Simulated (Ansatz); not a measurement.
An Ansatz input:

```yaml
crystal:
  lattice:
    - [-2.467257392, 2.467257392, 2.467257392]
    - [2.467257392, -2.467257392, 2.467257392]
    - [2.467257392, 2.467257392, -2.467257392]
  atoms:
    - { symbol: Ba, position: [0.0, 0.0, 0.0] }
hamiltonian:
  xc: r2scan
  pseudopotentials:
    kind: paw
    azcp:
      Ba: "pseudopotentials/Ba.paw.azcp"
basis:
  ecutwfc: 500
  fft_grid_basis: typed
kpoints:
  mp_grid: { grid: [14, 14, 14], shift: [0, 0, 0] }
magnetization:
  spin_polarized: false
scf:
  occupations: { method: fermi_dirac, width: 0.1 }
output:
  stress: true
```

Output

```
Engine: ansatz 0.2.0, x86_64-unknown-linux-gnu
Pseudopotentials: kind: paw
Pseudopotential: Ba, paw, valence charge 10, recommended cutoff 500 eV (meta_gga) 
Functional definition: r2SCAN
  parameter k0 = 0.174
  parameter k1 = 0.065
  parameter a1 = 4.9479
  exchange = r2scan_x(k0 = k0, k1 = k1, a1 = a1)
  correlation = r2scan_c
Crystal: 1 atoms, lattice volume = 60.076 Å³
Basis set: ecut = 500 eV, 1505 PW (Γ), exchange–correlation on 128×128×128 points (64 copies of the dense FFT grid, shifted against one another)
Bands: 9, of which v1, the nominal top of the filled ones, is band 5 counted from 1 (4 counted from 0)
Symmetry: 48 space group operations
Space group: Im-3m (ITA 229), of the structure as read, at distance tolerance 3.9e-5 Å
k-points: 104 of 2744
Non-local potential: Ba, projectors of the file, l = 0: 3, l = 1: 2, l = 2: 2, l = 3: 2
PAW form: soft (Blöchl's): semilocal exchange-correlation on the pseudo side does not see the compensation charge
PAW frozen core: Ba, regenerated for the run's functional (the file was generated under x = pbe(κ = 0.804, μ = 0.2195149727645171), c = pbe(β = 0.06672455060314922))
PAW one-centre angular grid: Ba, 302 points (default); XC on 160 Gauss nodes
Initial density: superposition of atomic densities (neutral atoms: chi_scale 0, normalization atom), corrected by the library's trained network
Initial wavefunctions: pseudopotential atomic-orbital guess
Functional: x = r2scan, c = r2scan; τ floored in thin density (d = 2e-4 eV/Å³)
SCF iter   1: F=—  HF=-5964.414563 eV  |F-HF|=—  |Δ(HF+E_count)|=         —  Δρ=3.05e-3  dr2=1.03e-2  dr2_τ=1.22e-3  ethr=1.77e-3  ⟨swp⟩=7.3  Hψ=9025  notcnv=0
SCF iter   2: F=—  HF=-5964.468682 eV  |F-HF|=—  |Δ(HF+E_count)|=   5.41e-2  Δρ=1.87e-3  dr2=4.06e-3  dr2_τ=1.46e-4  ethr=1.03e-4  ⟨swp⟩=2.0  Hψ=2600  notcnv=0
SCF iter   3: F=—  HF=-5964.467856 eV  |F-HF|=—  |Δ(HF+E_count)|=   8.26e-4  Δρ=5.16e-4  dr2=3.48e-4  dr2_τ=1.40e-5  ethr=4.06e-5  ⟨swp⟩=2.1  Hψ=1766  notcnv=0
SCF iter   4: F=—  HF=-5964.468076 eV  |F-HF|=—  |Δ(HF+E_count)|=   2.20e-4  Δρ=1.53e-4  dr2=2.15e-5  dr2_τ=1.51e-7  ethr=3.48e-6  ⟨swp⟩=2.2  Hψ=1450  notcnv=0
SCF iter   5: F=—  HF=-5964.468073 eV  |F-HF|=—  |Δ(HF+E_count)|=   2.50e-6  Δρ=2.85e-5  dr2=5.60e-7  dr2_τ=4.31e-8  ethr=2.15e-7  ⟨swp⟩=2.5  Hψ=1467  notcnv=0
SCF iter   6: F=-5964.468074 eV  HF=-5964.468074 eV  |F-HF|=5.29e-8  |Δ(HF+E_count)|=   7.39e-7  Δρ=1.02e-5  dr2=7.49e-8  dr2_τ=1.24e-9  ethr=1.00e-9  ⟨swp⟩=4.9  Hψ=3108  notcnv=0
SCF 1 converged in 6 iterations: F = -5964.468074 eV  dr2 = 7.49e-8
SCF converged after 6 iterations
Free energy (F): -5964.468074 eV
Harris-Foulkes:  -5964.468074 eV  (|F-HF|=5.29e-8)
Internal energy: -5964.426804 eV  (E = F + TS)
E sigma→0 (E₀):  -5964.447439 eV
Entropy (-TS):   -0.041270 eV (-41.270 meV/atom)
Fermi energy:    6.281758 eV
--- Per-component energies (eV) ---
  E_band       = -85.630183
  E_kinetic    = 166.783591
  E_local      = -363.551822  (includes V_loc(G=0)·N_el)
  E_nonlocal   = 55.933384
  E_hartree    = 114.219762
  E_xc         = -155.258192
  E_vxc        = -145.086409  (∫ρ·V_xc dr)
  E_paw        = -5251.632814  (= ΣΔE_a)
  E_vpaw       = -35.347783  (= ΣTr[D̂ρ^β])
  E_aug_tail   = -0.000001  (compensation charges beyond the density's cutoff)
  E_vtau       = 7.199503  (kinetic-family band-sum trace: ∫τ·v_τ [+ j·A + Jᵃ·Aᵃ] dr)
  E_ewald      = -530.991129
  E_core_change = 0.070416  (= ΣΔE_core)
  E_smearing   = -0.041270  (= −TS)
  E_closure    = -0.000000  (closes the sum)
  Σ components = -5964.468074   (vs F -5964.468074, Δ=0.00e0)
--- Stress (GPa, compression-positive) ---
        0.773839      -0.000000       0.000000
        0.000000       0.773839       0.000000
        0.000000       0.000000       0.773839
  P = ⅓ Tr σ = 0.7738 GPa (7.738 kbar)
```
